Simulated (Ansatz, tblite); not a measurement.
# The cluster Li2Br2: removing and adding an electron

One table from this session's results is given with a row withheld; the runs are named, their logs left out.

The runs use Ansatz 0.2.0, Gaussian basis; as each input shows.

Levels to be run: charge +1 doublet, at the geometry of the singlet (PBE0-D4/def2-TZVP, PBE-D4/def2-TZVP, r2SCAN-D4/def2-TZVP, B3LYP-D4/def2-TZVP, BHLYP-D4/def2-TZVP, HF/def2-TZVP, ωB97X-V/def2-TZVP, revPBE-D4/def2-TZVP, LC-ωPBE(0.10)/def2-TZVP, LC-ωPBE(0.15)/def2-TZVP, LC-ωPBE(0.20)/def2-TZVP, LC-ωPBE(0.30)/def2-TZVP, CCSD(T)/def2-TZVPP); charge +1 doublet, relaxed (PBE0-D4/def2-TZVP, PBE-D4/def2-TZVP); charge -1 doublet, at the geometry of the singlet (PBE0-D4/def2-TZVPD, PBE-D4/def2-TZVPD, r2SCAN-D4/def2-TZVPD, LC-ωPBE(0.10)/def2-TZVP, LC-ωPBE(0.15)/def2-TZVP, LC-ωPBE(0.20)/def2-TZVP, LC-ωPBE(0.30)/def2-TZVP); the starting singlet's energies come from earlier runs.

## The geometry

The geometry is that of the singlet, from an earlier relaxation (PBE0-D4/def2-TZVP). At that level it is the lowest of the isomers that a small search found.

4 atoms, charge 0, spin multiplicity 1.

Atoms are counted from 1 here; the program's logs count them from 0.

Bond lengths: Li1–Br3 2.349 Å, Li1–Br4 2.348 Å, Li2–Br3 2.348 Å, Li2–Br4 2.349 Å. Angles: Br3–Li1–Br4 110.6°, Br3–Li2–Br4 110.6°, Li1–Br3–Li2 69.4°, Li1–Br4–Li2 69.4°.

As a file:

```xyz
4
charge 0, multiplicity 1
Li    1.21227   -0.49039    0.28004
Li   -1.21222    0.49052   -0.27991
Br   -0.79758   -1.28792    1.19671
Br    0.79754    1.28779   -1.19685
```

The first run:

The input, in.yaml:

```yaml
crystal:
  periodic: [false, false, false]
  atoms:
    - {symbol: Li, position_ang: [1.212266, -0.490388, 0.280045]}
    - {symbol: Li, position_ang: [-1.212219, 0.490517, -0.279905]}
    - {symbol: Br, position_ang: [-0.797585, -1.287917, 1.196706]}
    - {symbol: Br, position_ang: [0.797538, 1.287788, -1.196847]}
basis:
  gaussian: {orbitals: def2-TZVP}
total_charge: 1
magnetization: {spin_polarized: true, initial_magnetization: 1}
hamiltonian: {xc: pbe0, dispersion: d4}
output: {orbitals: {seedname: orbitals}}
```

Started as:

```console
$ ansatz run in.yaml --threads 2 --pin off --events-out ev --progress --plain --max-ram 4352MiB
```

Among the steps run: Charge +1 doublet at the fixed geometry, PBE0-D4/def2-TZVP; Charge +1 doublet at the fixed geometry, PBE-D4/def2-TZVP; Charge +1 doublet at the fixed geometry, r2SCAN-D4/def2-TZVP; Charge +1 doublet at the fixed geometry, B3LYP-D4/def2-TZVP; Charge +1 doublet at the fixed geometry, BHLYP-D4/def2-TZVP; Charge +1 doublet at the fixed geometry, HF/def2-TZVP; Charge +1 doublet at the fixed geometry, ωB97X-V/def2-TZVP; Charge +1 doublet at the fixed geometry, revPBE-D4/def2-TZVP; Charge +1 doublet at the fixed geometry, LC-ωPBE(0.10)/def2-TZVP; Charge +1 doublet at the fixed geometry, LC-ωPBE(0.15)/def2-TZVP; Charge +1 doublet at the fixed geometry, LC-ωPBE(0.20)/def2-TZVP; Charge +1 doublet at the fixed geometry, LC-ωPBE(0.30)/def2-TZVP; Charge +1 doublet at the fixed geometry, CCSD(T)/def2-TZVPP.

One table of the session follows, with a row left open; its other results are not shown here.

It belongs to the step «Vertical ionisation energy». Beside −ε(HOMO) of the starting state:

```
              level  −ε(HOMO) (eV)  by difference (eV)  mismatch (eV)
   PBE-D4/def2-TZVP           6.39                9.29          -2.90
revPBE-D4/def2-TZVP           6.32                9.22          -2.90
r2SCAN-D4/def2-TZVP           6.70                9.52          -2.81
 B3LYP-D4/def2-TZVP           7.36                9.61          -2.24
  PBE0-D4/def2-TZVP           7.63                9.67          -2.04
 BHLYP-D4/def2-TZVP           8.71                9.89          -1.18
  ωB97X-V/def2-TZVP              ?                   ?              ?
```

Estimate the missing values for ωB97X-V/def2-TZVP.

The run gave: −ε(HOMO) (eV): 9.97; by difference (eV): 10.12; mismatch (eV): -0.15. In the column «−ε(HOMO) (eV)» it is the highest.

Caveats from the session: The anion's highest level is positive in at least one run, so there the basis alone may hold the extra electron.
